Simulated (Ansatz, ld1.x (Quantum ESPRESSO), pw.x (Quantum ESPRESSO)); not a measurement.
rhenium (Re): one change to the TM potential, in the atom and in the sc crystal

ld1.x (Quantum ESPRESSO) 7.5 input, shortened:

```
&input
   title='Re', zed=75., rel=1, dft='PW', iswitch=3,
   config='[Xe] 4f14 5d5 6s2 6p0'
 /
 &inputp
   pseudotype=2, tm=.true., lloc=0,
   nlcc=.true., new_core_ps=.true., rcore=0.90
 /
3
6P  2  1   0.00   0.00  2.85  2.85  0.0
5D  3  2   5.00   0.00  1.90  1.90  0.0
6S  1  0   2.00   0.00  2.25  2.25  0.0
 &test
   configts(1)='5d5 6s2 6p0'
 /
```

Change: local potential the p channel.

Cutoffs, loose and tight: the cutoffs (Ry, on a coarse ladder) from which the occupation-weighted sum of valence levels, in a spherical-Bessel basis at the reference potential, stays within 10 and 1 mRy of its value at 400 Ry. They do not see the model core or the augmentation charge, which bear on the density cutoff. Test errors are all-electron minus pseudo excitation energies from the reference, over the configurations 5d5 6s1 6p0; 5d5 6s0 6p0; 5d4 6s0 6p0; 5d4 6s2 6p0; 5d4 6s2 6p1; 5d3 6s0 6p0; 5d6 6s1 6p0 (two spin-polarised tests are not counted in the largest error); variants that change the core or the reference have their own tests.

Crystal test: sc Re in pw.x 7.5, no spin, 13³ k-points, Fermi–Dirac smearing 0.01 Ry, cutoffs set for each file from its atomic test. The reference is all-electron LAPW (Ansatz 0.2.0) with the same functional, mesh and smearing; V0 and B0 come from Birch–Murnaghan fits to the pressures at five volumes. Errors are pseudo minus all-electron; Δ is the rms difference of the E(V) curves that follow from these fits, minima aligned, over ±6 % about the mean V0. Mesh and smearing are coarse, so the numbers serve the comparison and aren't converged zero-temperature values; the lattice is a test structure that the element need not adopt.

All-electron: a0 = 2.540 Å (V0 = 16.38 Å³/atom), B0 = 290.1 GPa.

Question: Does the change bring the crystal closer to the all-electron result?

Answer: The mean pressure error goes from +10.11 to +43.03 GPa, so the change moves the solid further from the all-electron pressures.

```csv
quantity,base,changed
outcome (atom),generated,generated
"cutoff, loose (atom)",35 Ry,35 Ry
"cutoff, tight (atom)",40 Ry,40 Ry
bound ghosts (atom),none,none
largest test error (meV) (atom),-657,-922
cutoffs in pw.x (Ry),50/200,50/200
a0 (Å),2.568,–
a0 error (%),+1.09,–
B0 error (%),-1.6,–
Δ (meV/atom),34.3,–
mean pressure error (GPa),+10.11,+43.03
```

A dash: not determined, or the minimum lies outside the volumes sampled.

Base: The largest radius (2.85 bohr) exceeds half the bond length (2.40 bohr), so the spheres overlap, which is one possible source of error among others. This is a poor potential for the solid. Changed file: The largest radius (2.85 bohr) exceeds half the bond length (2.40 bohr), so the spheres overlap, which is one possible source of error among others. This is a poor potential for the solid. The atomic cutoffs weigh occupied waves only.
